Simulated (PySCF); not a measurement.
**BP⁺: mean field, correlation and small terms against distance**

State: ⁴Σ⁻, quartet, unpaired electrons σ ↑, π ↑↑. ROHF-based CCSD(T) in PySCF 2.14 with B cc-pVTZ, P cc-pV(T+d)Z and B cc-pVQZ, P cc-pV(Q+d)Z (frozen core orbitals: 6; no relativity). Correlation energies are extrapolated as n⁻³ (n = 3, 4), Hartree–Fock as (n+1)·exp(−9√n). CV is the change on freezing 1 orbitals instead, in B cc-pwCVTZ, P cc-pwCVTZ. SR is the spin-free X2C energy in B cc-pVTZ-DK, P cc-pVTZ-DK less the non-relativistic one in B cc-pVTZ, P cc-pVTZ. All energies in eV from B⁺ + P.

| R (Å) | HF/CBS | CCSD corr. | (T) | CV | SR | total |
| --- | --- | --- | --- | --- | --- | --- |
| 1.6328 | -1.288 | -0.158 | -0.1122 | -0.0799 | -0.0016 | -1.639 |
| 1.7071 | -1.636 | -0.188 | -0.1260 | -0.0672 | -0.0004 | -2.018 |
| 1.7813 | -1.779 | -0.225 | -0.1404 | -0.0568 | 0.0001 | -2.201 |
| 1.8555 | -1.783 | -0.264 | -0.1541 | -0.0483 | 0.0001 | -2.250 |
| 1.9297 | -1.700 | -0.304 | -0.1653 | -0.0415 | -0.0002 | -2.211 |
| 2.0225 | -1.530 | -0.351 | -0.1726 | -0.0346 | -0.0008 | -2.089 |
| 2.1153 | -1.338 | -0.390 | -0.1710 | -0.0290 | -0.0014 | -1.929 |

A fit to the total gives Re = 1.8542 Å, De = 2.250 eV, ωe = 730.7 cm⁻¹, Be = 0.6037 cm⁻¹ (masses 11.0093 and 30.9738 u).

At R = 1.8555 Å the CCSD correlation energy is -0.167044 hartree in the smaller basis and -0.174237 in the larger. Extrapolate it.

(4³·E4 − 3³·E3)/(4³ − 3³) = -0.17949 hartree; the larger basis holds 97.1 % of it.

The T1 diagnostic is 0.034. The state was picked by a PBE0 search and need not be the measured ground state. Spin–orbit coupling, excitations beyond (T) and corrections to the Born–Oppenheimer picture are left out.
